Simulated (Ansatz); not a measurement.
Ideal-gas functions of `C/N=C(\F)Cl` at 298.15 K and 1 bar, from an Ansatz frequency run at PBE0-D4/def2-TZVP.

Molar mass 95.5 g/mol, point group Cs (symmetry number 1), electronic degeneracy 1, moments of inertia 54.183, 195.688, 246.763 u Å². Harmonic wavenumbers (cm⁻¹, unscaled): 100, 223, 249, 392, 488, 645, 801, 1054, 1121, 1127, 1167, 1432, 1486, 1493, 1829, 3047, 3124, 3127.

Use S(trans) = R[1.5 ln M + 2.5 ln T − 1.1517]; rotational temperatures θ = 24.2544 K / I; S(rot) = R[ln(√π/σ · √(T³/θAθBθC)) + 1.5]; for each mode x = 1.438777 ν̃/T, S = R[x/(eˣ − 1) − ln(1 − e⁻ˣ)] and H = RT x/(eˣ − 1); 1 cm⁻¹ = 0.0119627 kJ/mol; R = 8.31446 J/(mol·K).

Question: By hand: the entropy, in J/(mol·K).

Answer: Translation 165.7. Rotation: θ = 0.4476, 0.1239, 0.0983 K, giving 110.0. Vibration, mode by mode: 14.45, 8.09, 7.27, 4.15, 2.88, 1.58, 0.86, 0.31, 0.24, 0.23, 0.20, 0.07, 0.05, 0.05, 0.01, 0.00, 0.00, 0.00, in all 40.5. Electronic 0.0. Sum 316.2 J/(mol·K).

Question: By hand: H − E and G − E in kJ/mol, counted from the electronic energy.

Answer: Zero-point energy ½ × 22905 × 0.0119627 = 137.0; thermal vibration 6.9; translation, rotation and pV give 4 RT = 9.9. H − E = 153.8 kJ/mol, and G − E = 153.8 − 298.15 × 316.2/1000 = 59.5 kJ/mol.

Vibration gives 13 % of the entropy, 14.5 J/(mol·K) of it from the mode under 150 cm⁻¹: soft modes count most, and the harmonic formula is weakest for them.
